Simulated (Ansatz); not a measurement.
# SiH₃ (doublet): wave-function methods side by side at distance Si1–H4 = 3.294 Å, 6-31G

Aim: climb from Hartree-Fock through coupled cluster and multireference methods for SiH₃ (doublet) at one geometry and basis, and see what each rung misses.

The runs use Ansatz 0.2.0, Gaussian basis; 6-31G, core rule «outside noble gas», up to 5 orbitals frozen.

The runs, in order: UHF; CCSD(T) on ROHF; CCSD(T) on UHF; BCCD(T) on ROHF; CISD; CCSDT(Q) on ROHF; CCSDT(Q) on UHF; CISDTQ; CCSDTQ on ROHF; CCSDTQ on UHF; CASSCF and MRCISD+Q, 3 electrons in 3 orbitals; CASSCF and NEVPT2, 3 electrons in 3 orbitals; CASSCF and MRCISD+Q, 7 electrons in 7 orbitals; CASSCF and NEVPT2, 7 electrons in 7 orbitals; Full CI.

17 further runs of the same task are left out: 12 that didn't finish, 5 set aside as unsound or not needed.

**1. What is computed**

The geometry derives from a PBE0/def2-TZVP stationary point (not a proven minimum). One bond is set to the value named and the two fragments are kept rigid.

4 atoms, charge 0, spin multiplicity 2.

Atoms are counted from 1 here; the program's logs count them from 0.

Bond lengths: Si1–H2 1.486 Å, Si1–H3 1.486 Å. Angles: H2–Si1–H3 111.3°.

**2. UHF**

The input, in.yaml:

```yaml
crystal:
  periodic: [false, false, false]
  atoms:
    - {symbol: Si, position_ang: [0.027560, 0.048535, -0.061488]}
    - {symbol: H, position_ang: [1.442819, 0.063190, 0.391367]}
    - {symbol: H, position_ang: [-0.693587, 1.268615, 0.385278]}
    - {symbol: H, position_ang: [-1.517182, -2.684210, 0.936666]}
basis:
  gaussian: {orbitals: 6-31G}
magnetization: {spin_polarized: true, initial_magnetization: 1}
hamiltonian: {xc: hf}
output: {orbitals: {seedname: orbitals}}
```

Launch:

```console
$ ansatz run in.yaml --threads 1 --pin off --events-out ev --progress --plain --max-ram 2393MiB
```

After this run come: CCSD(T) on ROHF; CCSD(T) on UHF; BCCD(T) on ROHF; CISD; CCSDT(Q) on ROHF; CCSDT(Q) on UHF; CISDTQ; CCSDTQ on ROHF; CCSDTQ on UHF; CASSCF and MRCISD+Q, 3 electrons in 3 orbitals; CASSCF and NEVPT2, 3 electrons in 3 orbitals; CASSCF and MRCISD+Q, 7 electrons in 7 orbitals; CASSCF and NEVPT2, 7 electrons in 7 orbitals; Full CI.

Before running them: what should the planned runs give, taken together? Wanted: FCI below the RHF energy; RMP2 from FCI; UMP2 from FCI; RCCSD from FCI; RCCSD(T) from FCI; UCCSD(T) from FCI; RCCSDT(Q) from FCI; UCCSDT(Q) from FCI; NEVPT2 pair from FCI.

The runs gave:

| quantity | value |
| --- | --- |
| FCI below the RHF energy | -1.8403 eV |
| RMP2 from FCI | +15.10 kcal/mol |
| UMP2 from FCI | +13.03 kcal/mol |
| RCCSD from FCI | +1.66 kcal/mol |
| RCCSD(T) from FCI | +1.07 kcal/mol |
| UCCSD(T) from FCI | +0.97 kcal/mol |
| RCCSDT(Q) from FCI | +0.05 kcal/mol |
| UCCSDT(Q) from FCI | +0.05 kcal/mol |
| NEVPT2 pair from FCI | +11.16 kcal/mol |
| MRCISD+Q pair from FCI | +0.23 kcal/mol |
| NEVPT2 valence from FCI | +3.96 kcal/mol |
| levels within 1 kcal/mol (43 meV) | UCCSD(T), BCCD(T), RCCSDT, UCCSDT, CISDTQ, RCCSDT(Q), UCCSDT(Q), RCCSDTQ, UCCSDTQ, MRCISD+Q pair, MRCISD valence, MRCISD+Q valence |
| T1 diagnostic | 0.097 |
| effectively unpaired electrons | 1.66 |

In words: RCCSD(T) lands +1.07 kcal/mol from the yardstick (2.5 % of the correlation energy). The occupations show some static correlation. Of the multireference levels listed MRCISD+Q pair comes nearest in total energy (+0.23 kcal/mol), which doesn't show that its space is the better one. These misses are within one basis, not against nature; the frozen cores of restricted and unrestricted runs differ, which can shift their rows.
